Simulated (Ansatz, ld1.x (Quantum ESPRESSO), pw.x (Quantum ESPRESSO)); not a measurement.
pw.x on bcc Mg: one setting changed

Potential: ultrasoft, ld1.x (Quantum ESPRESSO) 7.5, LDA (PW92); core [Ne], reference 3s2 3p0; waves: 3s (bound): rcut 1.90, rcutus 2.34 bohr; 3s channel at 0.15 Ry: rcut 1.90, rcutus 2.34 bohr; 3p (bound, empty): rcut 2.62, rcutus 3.42 bohr; 3p channel at 0.65 Ry: rcut 2.62, rcutus 3.42 bohr; 3d channel at 0.35 Ry: rcut 2.62, rcutus 3.10 bohr; local part: all-electron potential smoothed inside 2.48 bohr (lloc = -2); core correction: Bessel-smoothed model core inside 2.35 bohr; augmentation: built from norm-conserving waves at rcut, not smoothed further.

The reference run (k-mesh 13³, cutoffs 40/600 Ry, Fermi–Dirac 0.01 Ry, mixing_beta 0.4, conv_thr 1e-9, no spin) gives 0.13 GPa at 21.577 Å³/atom, where all-electron LAPW gives 0.17 GPa. This run, with its own iteration cap, changes ecutrho/ecutwfc to 1, a wrong or extreme entry chosen on purpose.

```
&control
  calculation='scf', prefix='x', pseudo_dir='./', outdir='./tmp', tstress=.true., disk_io='none'
/
&system
  ibrav=0, nat=1, ntyp=1, ecutwfc=40, ecutrho=40, nbnd=8,
  occupations='smearing', smearing='fd', degauss=0.01
/
&electrons
  conv_thr=1e-09, mixing_beta=0.4, electron_maxstep=70
/
ATOMIC_SPECIES
Mg 1.0 Mg.UPF
CELL_PARAMETERS angstrom
  -1.75378771 1.75378771 1.75378771
  1.75378771 -1.75378771 1.75378771
  1.75378771 1.75378771 -1.75378771
ATOMIC_POSITIONS crystal
Mg 0.0000 0.0000 0.0000
K_POINTS automatic
13 13 13 0 0 0
```

```bash
pw.x < Mg.scf.in > Mg.scf.out
```

How does the run end?

It stops with "set_cutoff: ecutrho <= ecutwfc?!?".

```
Error in routine set_cutoff (1):
     ecutrho <= ecutwfc?!?
```

The run took about 0.5 s on one core of a shared host (Intel(R) Xeon(R) 6975P-C, 32 threads, 124 GiB, load 12).
